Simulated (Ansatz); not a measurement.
Run this with the Python package of Ansatz (0.2.0) and show what comes out.

The script, `ch4os.py`:
```python
"""Relaxed scan of one distance in CH4OS."""

import ansatz as az
import numpy as np

config = {
    "basis_set": "def2-SVP",
    "functional": "pbe0",
}

geometry = (
    az.Crystal.molecule()
    .atom("O", [-0.7616, -0.8237, -0.3544])
    .atom("C", [-0.0428, 0.3781, -0.1149])
    .atom("S", [1.6323, -0.0602, 0.2366])
    .atom("H", [-1.616, -0.4625, -0.6457])
    .atom("H", [-0.0656, 1.026, -1.0089])
    .atom("H", [-0.4693, 0.9252, 0.7399])
    .atom("H", [1.3842, -1.0509, 1.1017])
)

base = (
    geometry.calculation()
    .basis(gaussian=config["basis_set"])
    .functional(config["functional"])
)
symbols = [site.symbol for site in geometry.cartesian_sites]
pairs = [(0, 1), (0, 3), (1, 2), (1, 4), (1, 5), (2, 6)]
print("held (A)   E (eV)        ", "  ".join(f"{symbols[i]}{i}-{symbols[j]}{j}" for i, j in pairs))
for length in [1.23, 1.34, 1.45, 1.61, 1.81]:
    r = base.relax(constraints=[az.DistanceConstraint((2, 6), at=length)], force_tolerance=0.02, max_steps=60).run(threads=1).report
    xyz = np.array(r["positions_ang"])
    print(f"{length:6.2f} {r['free_energy_ev']:14.5f}  ", "  ".join(f"{np.linalg.norm(xyz[i] - xyz[j]):.3f}" for i, j in pairs))
```

```console
$ python ch4os.py
held (A)   E (eV)         O0-C1  O0-H3  C1-S2  C1-H4  C1-H5  S2-H6
DeckWarning: relax.constraints: the input's atoms, or those drawn, lie off the distances that are held; a relaxation that starts there is brought onto them ahead of its first SCF, by positions alone, an atom by 5.42e-2 Å at the most. With the symmetry detection on, the symmetry is detected on the input's atoms as so [...]
  1.23   -13970.83502   1.394  0.964  1.805  1.107  1.106  1.230
  1.34   -13971.07185   1.394  0.964  1.805  1.108  1.106  1.340
  1.45   -13970.96387   1.393  0.964  1.803  1.108  1.106  1.450
  1.61   -13970.48928   1.393  0.964  1.801  1.110  1.106  1.610
  1.81   -13969.69901   1.392  0.964  1.796  1.111  1.105  1.810
```
(Warnings from the package without file and line, shortened, repeats left out.)

Caveats:
- Total energies depend on the basis set; only differences at equal settings carry meaning.
- The energies are electronic: no zero-point or thermal terms, and the basis set is short of its limit.
- The whole script took 93 s on 1 thread of Arm Neoverse V1 (shared host), peak memory 0.21 GiB.
